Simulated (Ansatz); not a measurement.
The inner images of a band of ClH3Si + H2O (8 atoms, charge 0, multiplicity 1) are given out of order.

Computed with Ansatz, RKS LDA/def2-SVP.

First end point:

```xyz
8
Properties=species:S:1:pos:R:3
Si 0.214 0.037 -0.031
Cl 0.227 -0.145 2.056
H 1.682 0.044 -0.375
H -0.385 1.338 -0.455
H -0.386 -1.179 -0.670
O -2.406 0.047 0.702
H -2.632 -0.903 0.662
H -1.971 0.131 1.580
```

Last end point:

```xyz
8
Properties=species:S:1:pos:R:3
Si -0.343 -0.073 -0.411
Cl -0.394 0.790 2.878
H 0.867 -0.796 0.110
H -0.155 1.410 -0.397
H -0.649 -0.561 -1.803
O -1.708 -0.363 0.555
H -2.056 -1.275 0.566
H -1.219 0.239 1.969
```

Question: Put them in order from the first end to the last, with their energies above the first end.
A.
```xyz
8
Properties=species:S:1:pos:R:3
Si -0.098 0.078 -0.019
Cl 0.126 0.424 2.179
H 1.331 -0.405 -0.084
H -0.240 1.473 -0.543
H -0.701 -0.861 -1.062
O -2.018 -0.172 0.732
H -2.313 -1.093 0.571
H -1.743 -0.073 1.694
```
B.
```xyz
8
Properties=species:S:1:pos:R:3
Si 0.006 0.078 -0.009
Cl 0.167 0.220 2.133
H 1.461 -0.264 -0.197
H -0.266 1.454 -0.533
H -0.640 -0.977 -0.883
O -2.165 -0.081 0.725
H -2.362 -1.028 0.566
H -1.858 -0.032 1.666
```
C.
```xyz
8
Properties=species:S:1:pos:R:3
Si 0.121 0.071 -0.018
Cl 0.199 0.021 2.089
H 1.585 -0.117 -0.315
H -0.307 1.420 -0.503
H -0.553 -1.078 -0.714
O -2.317 -0.008 0.724
H -2.444 -0.966 0.571
H -1.941 0.027 1.635
```
D.
```xyz
8
Properties=species:S:1:pos:R:3
Si -0.256 0.045 -0.156
Cl -0.069 0.632 2.377
H 1.083 -0.581 0.112
H -0.223 1.498 -0.498
H -0.740 -0.710 -1.376
O -1.798 -0.318 0.713
H -2.255 -1.166 0.527
H -1.398 -0.029 1.769
```
E.
```xyz
8
Properties=species:S:1:pos:R:3
Si -0.184 0.080 -0.065
Cl 0.053 0.602 2.232
H 1.187 -0.539 0.022
H -0.220 1.500 -0.533
H -0.751 -0.737 -1.231
O -1.888 -0.275 0.745
H -2.271 -1.163 0.576
H -1.582 -0.097 1.723
```
F.
```xyz
8
Properties=species:S:1:pos:R:3
Si -0.316 -0.001 -0.257
Cl -0.159 0.659 2.549
H 0.985 -0.609 0.184
H -0.224 1.477 -0.468
H -0.702 -0.693 -1.531
O -1.749 -0.349 0.654
H -2.239 -1.169 0.450
H -1.254 0.056 1.887
```
G.
```xyz
8
Properties=species:S:1:pos:R:3
Si -0.349 -0.039 -0.359
Cl -0.247 0.708 2.776
H 0.897 -0.663 0.200
H -0.227 1.448 -0.464
H -0.645 -0.649 -1.703
O -1.722 -0.360 0.594
H -2.183 -1.206 0.440
H -1.181 0.131 1.985
```

Answer: C (+0.05 eV), B (+0.24 eV), A (+0.43 eV), E (+0.51 eV), D (+0.42 eV), F (+0.15 eV), G (-0.01 eV).

Time of the run: 2.1 min on 1 thread of Arm Neoverse V1, with other jobs on the host, peak memory 0.15 GiB.
